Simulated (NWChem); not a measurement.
System: O$_{3}$ anion, doublet

The following NWChem deck was run.

```
start job
memory heap 200 mb stack 900 mb global 1100 mb
charge -1
geometry units angstroms noautoz
  O     -1.135102     0.000000    -0.238988
  O      0.000000     0.000000     0.477976
  O      1.135102     0.000000    -0.238988
end
basis spherical
  * library aug-cc-pvdz
end
dft
  odft
  mult 2
  xc becke88 perdew86
  iterations 150
  mulliken
end
task dft energy
```

Parts of the log:

```
             Northwest Computational Chemistry Package (NWChem) 7.3.0
             --------------------------------------------------------

 C2V symmetry detected

                             Geometry "geometry" -> ""
                             -------------------------

 Output coordinates in angstroms (scale by  1.889725989 to convert to a.u.)

  No.       Tag          Charge          X              Y              Z
 ---- ---------------- ---------- -------------- -------------- --------------
    1 O                    8.0000    -1.13510200     0.00000000    -0.23898800
    2 O                    8.0000     0.00000000     0.00000000     0.47797600
    3 O                    8.0000     1.13510200     0.00000000    -0.23898800

 Effective nuclear repulsion energy (a.u.)      65.3697110344

      Symmetry information
      --------------------

 Group name             C2v
 Group number             16
 Group order               4
 No. of unique centers     2

  perdew86 is a nonlocal functional; adding perdew81 local functional.

                                 NWChem DFT Module
                                 -----------------

 Summary of "ao basis" -> "ao basis" (spherical)
 ------------------------------------------------------------------------------
       Tag                 Description            Shells   Functions and Types
 ---------------- ------------------------------  ------  ---------------------
 O                        aug-cc-pvdz                9       23   4s3p2d

      Symmetry analysis of basis
      --------------------------

        a1         27
        a2          9
        b1         21
        b2         12

            General Information
            -------------------
          SCF calculation type: DFT
          Wavefunction type:  spin polarized.
          No. of atoms     :     3
          No. of electrons :    25
           Alpha electrons :    13
            Beta electrons :    12
          Charge           :    -1
          Spin multiplicity:     2
          Use of symmetry is: on ; symmetry adaption is: on
          Maximum number of iterations: 150
          AO basis - number of functions:    69
                     number of shells:    27
          Convergence on energy requested:  1.00D-06
          Convergence on density requested:  1.00D-05
          Convergence on gradient requested:  5.00D-04

              XC Information
              --------------
                    Becke 1988 Exchange Functional  1.000
                Perdew 1981 Correlation Functional  1.000 local
                Perdew 1986 Correlation Functional  1.000 non-local

             Grid Information
             ----------------
          Grid used for XC integration:  medium
          Radial quadrature: Mura-Knowles
          Angular quadrature: Lebedev.
          Tag              B.-S. Rad. Rad. Pts. Rad. Cut. Ang. Pts.
          ---              ---------- --------- --------- ---------
          O                   0.60       49          10.0       434
          Grid pruning is: on
          Number of quadrature shells:    98
          Spatial weights used:  Erf1

      Superposition of Atomic Density Guess
      -------------------------------------

 Sum of atomic energies:        -224.30044408

 Renormalizing density from      24.00 to     25

      Non-variational initial energy
      ------------------------------

 Total energy =    -229.811517
 1-e energy   =    -458.064874
 2-e energy   =     162.883646
 HOMO         =       0.255559
 LUMO         =       0.298967

   Symmetry analysis of molecular orbitals - initial alpha
   -------------------------------------------------------

  Numbering of irreducible representations:

     1 a1          2 a2          3 b1          4 b2

  Orbital symmetries:

     1 b1          2 a1          3 a1          4 a1          5 b1
     6 a1          7 b1          8 a1          9 b2         10 a2
    11 b1         12 a1         13 b2         14 b1         15 a1
    16 a1         17 b2         18 a1         19 b1         20 a2
    21 b2         22 b1         23 a1

   Symmetry analysis of molecular orbitals - initial beta
   ------------------------------------------------------

  Numbering of irreducible representations:

     1 a1          2 a2          3 b1          4 b2

  Orbital symmetries:

     1 b1          2 a1          3 a1          4 a1          5 b1
     6 a1          7 b1          8 a1          9 b2         10 a2
    11 b1         12 a1         13 b2         14 b1         15 a1
    16 a1         17 b2         18 a1         19 b1         20 a2
    21 b2         22 b1         23 a1

     ---------------------------------------------
      Total Density - Mulliken Population Analysis
     ---------------------------------------------

    Atom       Charge   Shell Charges
 -----------   ------   -------------------------------------------------------
    1 O    8     8.81   2.01  0.81  1.05  0.04  2.47  1.96  0.46  0.01  0.00
    2 O    8     7.38   2.01  0.77  0.96  0.18  1.95  1.45  0.02  0.03  0.02
    3 O    8     8.81   2.01  0.81  1.05  0.04  2.47  1.96  0.46  0.01  0.00

     --------------------------------------------
      Spin Density - Mulliken Population Analysis
     --------------------------------------------

    Atom       Charge   Shell Charges
 -----------   ------   -------------------------------------------------------
    1 O    8     0.27   0.00  0.00  0.00  0.00  0.10  0.07  0.10  0.00  0.00
    2 O    8     0.45   0.00  0.00  0.00  0.00  0.27  0.18 -0.00  0.00 -0.00
    3 O    8     0.27   0.00  0.00  0.00  0.00  0.10  0.07  0.10  0.00  0.00

   convergence    iter        energy       DeltaE   RMS-Dens  Diis-err
 ---------------- ----- ----------------- --------- --------- ---------
 d= 0,ls=0.0,diis     1   -225.1354647896 -2.91D+02  2.99D-02  1.22D+00
                                                     2.12D-02  1.03D+00
 d= 0,ls=0.0,diis     2   -223.9919890865  1.14D+00  1.38D-02  4.05D+00
                                                     1.46D-02  4.09D+00
 d= 0,ls=0.0,diis     3   -225.4334913808 -1.44D+00  5.62D-03  3.88D-01
                                                     5.79D-03  4.06D-01
 d= 0,ls=0.0,diis     4   -225.5647690227 -1.31D-01  1.50D-03  3.20D-02
                                                     1.46D-03  3.15D-02
 d= 0,ls=0.0,diis     5   -225.5762741757 -1.15D-02  9.10D-05  7.78D-05
                                                     8.22D-05  6.79D-05
  Resetting Diis
 d= 0,ls=0.0,diis     6   -225.5763064246 -3.22D-05  2.44D-05  4.46D-06
                                                     3.27D-05  5.17D-06
 d= 0,ls=0.0,diis     7   -225.5763083686 -1.94D-06  9.55D-06  1.80D-07
                                                     6.51D-06  9.38D-08
 d= 0,ls=0.0,diis     8   -225.5763081946  1.74D-07  5.50D-06  6.44D-07
                                                     6.40D-06  6.99D-07

         Total DFT energy =     -225.576308194550
      One electron energy =     -446.657351560901
           Coulomb energy =      181.496866701933
    Exchange-Corr. energy =      -25.785534369967
 Nuclear repulsion energy =       65.369711034385

 Numeric. integr. density =       24.999996839808

                  Occupations of the irreducible representations
                  ----------------------------------------------

                     irrep           alpha         beta
                     --------     --------     --------
                     a1                6.0          6.0
                     a2                1.0          1.0
                     b1                4.0          4.0
                     b2                2.0          1.0

                    DFT Final Alpha Molecular Orbital Analysis
                    ------------------------------------------

 Vector   11  Occ=1.000000D+00  E= 1.622158D-03  Symmetry=a1
              MO Center= -5.2D-15, -6.6D-16, -2.0D-01, r^2= 2.0D+00
   Bfn.  Coefficient  Atom+Function         Bfn.  Coefficient  Atom+Function
  ----- ------------  ---------------      ----- ------------  ---------------
     7      0.433145  1 O  pz                53      0.433145  3 O  pz
    10      0.284763  1 O  pz                56      0.284763  3 O  pz
    27     -0.282194  2 O  s                 30     -0.234860  2 O  pz
    26     -0.186069  2 O  s                 13      0.137280  1 O  pz
    59      0.137280  3 O  pz                33     -0.123410  2 O  pz

 Vector   12  Occ=1.000000D+00  E= 5.247843D-03  Symmetry=b1
              MO Center=  4.1D-15, -2.9D-16, -1.6D-01, r^2= 2.2D+00
   Bfn.  Coefficient  Atom+Function         Bfn.  Coefficient  Atom+Function
  ----- ------------  ---------------      ----- ------------  ---------------
     5      0.337809  1 O  px                51      0.337809  3 O  px
     7     -0.329505  1 O  pz                53      0.329505  3 O  pz
     8      0.231774  1 O  px                54      0.231774  3 O  px
    10     -0.215987  1 O  pz                56      0.215987  3 O  pz
    11      0.114529  1 O  px                57      0.114529  3 O  px

 Vector   13  Occ=1.000000D+00  E= 5.786333D-02  Symmetry=b2
              MO Center= -4.5D-15, -3.8D-16, -3.1D-02, r^2= 1.8D+00
   Bfn.  Coefficient  Atom+Function         Bfn.  Coefficient  Atom+Function
  ----- ------------  ---------------      ----- ------------  ---------------
    29      0.469825  2 O  py                 6     -0.396939  1 O  py
    52     -0.396939  3 O  py                32      0.317810  2 O  py
     9     -0.279188  1 O  py                55     -0.279188  3 O  py
    35      0.210913  2 O  py                12     -0.188084  1 O  py
    58     -0.188084  3 O  py

 Vector   14  Occ=0.000000D+00  E= 2.174128D-01  Symmetry=a1
              MO Center= -2.4D-15,  1.8D-16, -6.0D-02, r^2= 7.3D+00
   Bfn.  Coefficient  Atom+Function         Bfn.  Coefficient  Atom+Function
  ----- ------------  ---------------      ----- ------------  ---------------
    27      5.030037  2 O  s                  4     -2.270350  1 O  s
    50     -2.270350  3 O  s                 36     -1.404251  2 O  pz
    11     -1.206337  1 O  px                57      1.206337  3 O  px
    13     -0.557312  1 O  pz                59     -0.557312  3 O  pz
    26      0.424507  2 O  s                 33     -0.344864  2 O  pz

 Vector   15  Occ=0.000000D+00  E= 2.231271D-01  Symmetry=b1
              MO Center=  1.8D-13,  2.4D-15, -4.7D-01, r^2= 1.1D+01
   Bfn.  Coefficient  Atom+Function         Bfn.  Coefficient  Atom+Function
  ----- ------------  ---------------      ----- ------------  ---------------
     4      3.662251  1 O  s                 50     -3.662251  3 O  s
    34      2.622931  2 O  px                11      1.466033  1 O  px
    57      1.466033  3 O  px                13      0.983935  1 O  pz
    59     -0.983935  3 O  pz                31      0.462941  2 O  px
     3      0.199571  1 O  s                 49     -0.199571  3 O  s

 Vector   16  Occ=0.000000D+00  E= 2.517125D-01  Symmetry=a1
              MO Center= -2.2D-13, -2.3D-14,  1.1D+00, r^2= 6.1D+00
   Bfn.  Coefficient  Atom+Function         Bfn.  Coefficient  Atom+Function
  ----- ------------  ---------------      ----- ------------  ---------------
    27      2.555683  2 O  s                  4     -2.107641  1 O  s
    50     -2.107641  3 O  s                 36     -1.621847  2 O  pz
    26      0.356994  2 O  s                 11     -0.227061  1 O  px
    57      0.227061  3 O  px                 3      0.222201  1 O  s
    49      0.222201  3 O  s                  8     -0.200643  1 O  px

                     DFT Final Beta Molecular Orbital Analysis
                     -----------------------------------------

 Vector   10  Occ=1.000000D+00  E= 1.861439D-03  Symmetry=a2
              MO Center= -1.5D-15,  4.1D-16, -2.2D-01, r^2= 2.0D+00
   Bfn.  Coefficient  Atom+Function         Bfn.  Coefficient  Atom+Function
  ----- ------------  ---------------      ----- ------------  ---------------
     6      0.456139  1 O  py                52     -0.456139  3 O  py
     9      0.306619  1 O  py                55     -0.306619  3 O  py
    12      0.138799  1 O  py                58     -0.138799  3 O  py
    42     -0.026285  2 O  d -2

 Vector   11  Occ=1.000000D+00  E= 9.513420D-03  Symmetry=a1
              MO Center= -3.1D-14, -1.1D-16, -2.0D-01, r^2= 2.0D+00
   Bfn.  Coefficient  Atom+Function         Bfn.  Coefficient  Atom+Function
  ----- ------------  ---------------      ----- ------------  ---------------
     7      0.429445  1 O  pz                53      0.429445  3 O  pz
    27     -0.296250  2 O  s                 10      0.282926  1 O  pz
    56      0.282926  3 O  pz                30     -0.240044  2 O  pz
    26     -0.186369  2 O  s                 13      0.144048  1 O  pz
    59      0.144048  3 O  pz                33     -0.127239  2 O  pz

 Vector   12  Occ=1.000000D+00  E= 1.201721D-02  Symmetry=b1
              MO Center=  3.1D-14,  3.2D-16, -1.6D-01, r^2= 2.2D+00
   Bfn.  Coefficient  Atom+Function         Bfn.  Coefficient  Atom+Function
  ----- ------------  ---------------      ----- ------------  ---------------
     5      0.336111  1 O  px                51      0.336111  3 O  px
     7     -0.327524  1 O  pz                53      0.327524  3 O  pz
     8      0.230459  1 O  px                54      0.230459  3 O  px
    10     -0.216912  1 O  pz                56      0.216912  3 O  pz
    11      0.119261  1 O  px                57      0.119261  3 O  px

 Vector   13  Occ=0.000000D+00  E= 1.005606D-01  Symmetry=b2
              MO Center=  1.6D-15, -1.2D-15, -2.2D-02, r^2= 1.9D+00
   Bfn.  Coefficient  Atom+Function         Bfn.  Coefficient  Atom+Function
  ----- ------------  ---------------      ----- ------------  ---------------
    29      0.472965  2 O  py                 6     -0.377794  1 O  py
    52     -0.377794  3 O  py                32      0.337596  2 O  py
    35      0.279209  2 O  py                 9     -0.274023  1 O  py
    55     -0.274023  3 O  py                12     -0.239483  1 O  py
    58     -0.239483  3 O  py

 Vector   14  Occ=0.000000D+00  E= 2.227877D-01  Symmetry=a1
              MO Center= -1.6D-12, -2.0D-16, -1.1D-02, r^2= 8.0D+00
   Bfn.  Coefficient  Atom+Function         Bfn.  Coefficient  Atom+Function
  ----- ------------  ---------------      ----- ------------  ---------------
    27      5.543674  2 O  s                  4     -2.537274  1 O  s
    50     -2.537274  3 O  s                 36     -1.547897  2 O  pz
    11     -1.297828  1 O  px                57      1.297828  3 O  px
    13     -0.613762  1 O  pz                59     -0.613762  3 O  pz
    26      0.405597  2 O  s                 33     -0.329489  2 O  pz

 Vector   15  Occ=0.000000D+00  E= 2.250813D-01  Symmetry=b1
              MO Center=  1.6D-12, -5.4D-16, -4.6D-01, r^2= 1.1D+01
   Bfn.  Coefficient  Atom+Function         Bfn.  Coefficient  Atom+Function
  ----- ------------  ---------------      ----- ------------  ---------------
     4      3.756985  1 O  s                 50     -3.756985  3 O  s
    34      2.681720  2 O  px                11      1.492388  1 O  px
    57      1.492388  3 O  px                13      0.996365  1 O  pz
    59     -0.996365  3 O  pz                31      0.460903  2 O  px
     3      0.192614  1 O  s                 49     -0.192614  3 O  s

     ---------------------------------------------
      Total Density - Mulliken Population Analysis
     ---------------------------------------------

    Atom       Charge   Shell Charges
 -----------   ------   -------------------------------------------------------
    1 O    8     8.55   2.01  0.87  1.04  0.15  2.70  1.50  0.27  0.02  0.00
    2 O    8     7.89   2.01  0.89  0.98  0.05  2.70  1.21 -0.05  0.04  0.07
    3 O    8     8.55   2.01  0.87  1.04  0.15  2.70  1.50  0.27  0.02  0.00

[...]
```

Level: BP86/aug-cc-pVDZ, spin-unrestricted. In the optimisation the excess spin sits in b2 (C2v, its own frame). The geometry was optimised at B3LYP/def2-SVPD, spin-unrestricted. No stability test was run on the SCF state. The highest occupied level is positive, so the extra electron may be held by the finite basis.
